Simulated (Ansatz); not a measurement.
# C2H6FNO2: the cost of one run

All numbers below are computed with Ansatz 0.2.0 (RKS PBE/def2-SVP).

1 further run of the same task is left out (it didn't finish).

## Step 1: Starting point

Bond lengths: N1–C2 1.378 Å, C2–O3 1.389 Å, C2–F4 1.350 Å, C2–C5 1.558 Å, C5–O6 1.440 Å, N1–H7 1.055 Å, N1–H8 0.972 Å, O3–H9 1.004 Å, C5–H10 1.076 Å, C5–H11 1.087 Å, O6–H12 0.985 Å. Angles (14 of 17 angles, heavy atoms first): N1–C2–O3 107.0°, N1–C2–F4 110.2°, N1–C2–C5 114.0°, O3–C2–F4 105.7°, O3–C2–C5 110.2°, F4–C2–C5 109.4°, C2–C5–O6 110.1°, C2–N1–H7 106.3°, C2–N1–H8 110.3°, C2–O3–H9 103.7°, C2–C5–H10 109.2°, C2–C5–H11 108.3°, O6–C5–H10 111.1°, O6–C5–H11 109.1°.

Structure file:

```xyz
12

N    -1.3549    0.1135    0.5187
C     0.0009   -0.1179    0.5969
O     0.5945    1.0740    0.9934
F     0.2659   -1.0038    1.5802
C     0.6362   -0.6190   -0.7347
O     0.4387    0.3565   -1.7755
H    -1.5082    0.6865   -0.3538
H    -1.8291   -0.7155    0.3394
H     0.1247    1.2987    1.8522
H     0.1991   -1.5652   -1.0020
H     1.7025   -0.7561   -0.5728
H     0.8066    1.1932   -1.4080
```

## Step 2: Relaxing end A

The input, input.yaml:

```yaml
crystal:
  periodic: [false, false, false]
  atoms:
    - { symbol: "N", position_ang: [-1.3549, 0.1135, 0.5187] }
    - { symbol: C, position_ang: [0.0009, -0.1179, 0.5969] }
    - { symbol: O, position_ang: [0.5945, 1.074, 0.9934] }
    - { symbol: F, position_ang: [0.2659, -1.0038, 1.5802] }
    - { symbol: C, position_ang: [0.6362, -0.619, -0.7347] }
    - { symbol: O, position_ang: [0.4387, 0.3565, -1.7755] }
    - { symbol: H, position_ang: [-1.5082, 0.6865, -0.3538] }
    - { symbol: H, position_ang: [-1.8291, -0.7155, 0.3394] }
    - { symbol: H, position_ang: [0.1247, 1.2987, 1.8522] }
    - { symbol: H, position_ang: [0.1991, -1.5652, -1.002] }
    - { symbol: H, position_ang: [1.7025, -0.7561, -0.5728] }
    - { symbol: H, position_ang: [0.8066, 1.1932, -1.408] }
basis:
  gaussian: { orbitals: def2-SVP }
hamiltonian:
  xc: pbe
relax:
  f_tol: 0.015
  max_steps: 40
output:
  orbitals: {}
```

The run is started by

```bash
$ ansatz run input.yaml --threads 2 --pin off --max-ram 3072MiB --backend cpu --events-out ev --progress --plain --runs-dir out
```

What time and memory should one allow on 2 threads of AMD EPYC 7R43 (Zen 3), shared host?

About 22 s, with a peak of 0.16 GiB.
